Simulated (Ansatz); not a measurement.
`CC[SiH]` + H₂S → `[SiH]S` + ethane at 700 K and 1 bar (ligand exchange at the Si–C bond).

Isolated molecules relaxed with PBE0-D4/def2-TZVP in Ansatz; ΔE leaves out vibrations. CCSD(T)/CBS adds triple-zeta CCSD(T) − MP2 to the extrapolated MP2 energy (def2 sets, frozen cores). This one scheme is used for every species.

```csv
species,CCSD(T)/CBS energy (Eh),H − E (kJ/mol),S (J/(mol·K))
`CC[SiH]`,-368.72354,243.9,377.7
H₂S,-398.97279,64.8,236.9
`[SiH]S`,-688.02937,79.2,304.9
`CC`,-79.71954,238.1,289.3
```

H − E and S are ideal-gas, rigid-rotor, harmonic terms from PBE0-D4/def2-TZVP, for one conformer and one mirror image of each species. 1 Eh = 2625.50 kJ/mol, R = 8.31446 J/(mol·K).

Question: By hand: ΔE, ΔH, ΔS and ΔG.

Answer: ΔE = (-688.02937) + (-79.71954) − (-368.72354) − (-398.97279) = -0.05258 Eh = -138.0 kJ/mol. Δ(H − E) = 79.2 + 238.1 − 243.9 − 64.8 = 8.6, so ΔH = -129.4 kJ/mol. ΔS = 304.9 + 289.3 − 377.7 − 236.9 = -20.4 J/(mol·K). ΔG = -129.4 − 700 × (-20.4)/1000 = -115.1 kJ/mol.

Question: By hand: the equilibrium constant, and the temperature at which ΔG would vanish if ΔH and ΔS stayed fixed.

Answer: log₁₀ K = −ΔG/(RT ln 10) = 8.6. ΔG = 0 at ΔH/ΔS = 6343 K, far beyond where these terms or the molecules hold.

ΔH outweighs TΔS. A doubt of 5 kJ/mol in ΔE shifts log₁₀ K by 0.4 here. Other conformers and mirror images would add mixing entropy, several J/(mol·K) or more a flexible species. These are equilibria of isolated gas molecules and say nothing of rates. Largest T1 diagnostic: 0.016 (customary marks: 0.02 for closed shells, 0.045 for open ones).
